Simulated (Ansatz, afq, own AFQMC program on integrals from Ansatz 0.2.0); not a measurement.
AFQMC on a folder of integrals that Ansatz 0.2.0 wrote.

```yaml
crystal:
  periodic: [false, false, false]
  atoms:
    - {symbol: N, position_ang: [-2.355829, -0.005881, -0.009153]}
    - {symbol: H, position_ang: [-2.653108, 0.961952, -0.009152]}
    - {symbol: H, position_ang: [-2.653108, -0.408181, 0.871107]}
    - {symbol: H, position_ang: [-1.210829, -0.005881, -0.009153]}
    - {symbol: Br, position_ang: [0.495171, -0.005880, -0.009153]}
basis:
  gaussian: {orbitals: cc-pVTZ}
magnetization: {spin_polarized: true, initial_magnetization: 1}
correlation: {method: ccsd_t, electrons: outside_noble_gas, hamiltonian_folder: ham}
```

```sh
$ ansatz run in.yaml --threads 1 --pin off --events-out ev --progress --plain --max-ram 16896MiB --backend cuda --devices 0, --max-vram 18GiB
```

Options of the walk:

```
--method phaseless --trial cisd --walkers 900 --populations 20 --least-time 60 --time-step 0.005 --steps-per-block 50 --equilibration-blocks 28 --max-blocks 4000 --target-error 0.00023 --factor-cut 1e-05 --start spin_pure --seed 2609 --release-times 0.24,0.51,0.99,1.5 --release-step 0.03 --release-every 4 --taylor-order 6
```

Times are imaginary, in 1/Eh. The walk had a cap of 241 s. With eight or more populations the least sampling time is a fifth of least-time, and the error comes from their spread. Filled inner d shells are frozen with the cores.

Output of the walk:

```
orbitals 100  electrons 8 7  factors 629 of 690
reference energy -2628.62128356 Eh
CCSD correlation -0.41708384 Eh in 17 cycles, weight of the determinant in the CISD state 0.8542
energy of the start -2629.035289 Eh
 block  time / (1/Eh)  mean weight  energy / Eh
     1     0.250  0.9996  -2629.031811
     2     0.500  1.0004  -2629.038698
     3     0.750  0.9992  -2629.044651
     4     1.000  1.0000  -2629.050169
     5     1.250  1.0004  -2629.048734
     9     2.250  0.9998  -2629.053276
    19     4.750  0.9996  -2629.052270
    31     7.750  0.9999  -2629.055297
    43    10.750  0.9993  -2629.053529
    55    13.750  1.0002  -2629.052310
    67    16.750  0.9997  -2629.056802
    79    19.750  0.9998  -2629.052938
    91    22.750  0.9994  -2629.052514
    97    24.250  0.9996  -2629.051438
   103    25.750  1.0015  -2629.056179
   115    28.750  0.9998  -2629.055146
   127    31.750  1.0001  -2629.055925
   139    34.750  1.0005  -2629.060387
   148    37.000  1.0016  -2629.054331
error from the spread of 20 populations
released: time / (1/Eh)  energy / Eh  error  mean overlap
  0.24  -2629.054890  0.000282  0.9938
  0.51  -2629.055390  0.000297  0.9895
  0.99  -2629.055829  0.000328  0.9761
  1.50  -2629.055764  0.000365  0.9823
energy -2629.054030 +/- 0.000202 Eh
(rows thinned)
```

The run passed its tests (sampling time, drift between the halves within three errors, error under three times the target), which doesn't prove that it has relaxed.

Against this walk (error 5.5 meV) on the same determinant: CCSD(T) 3.0 meV higher (within the noise). The error is statistical and leaves out the bias of the constraint. None of these is a sure reference here. Released to 1.50 1/Eh the energy lies 47 ± 11 meV (both errors) below the phaseless value, which shows part or all of the bias of the constraint, and CCSD(T) lies 50.1 meV above the released value.

Cautions: constraint bias not in the error; no relativity below Rb; no spin-orbit coupling; inner d shell frozen.

The walk took 86 s on 1 × NVIDIA H100 80GB HBM3 with 2 threads of AMD EPYC 7R13 Processor (Zen 3), on a shared host (the card was shared). The log's last line is the phaseless energy.

A walk keeps the symmetry of its determinant, which the program's search chose and which needn't be the lowest solution, so a lower state of the same spin and another symmetry isn't excluded.
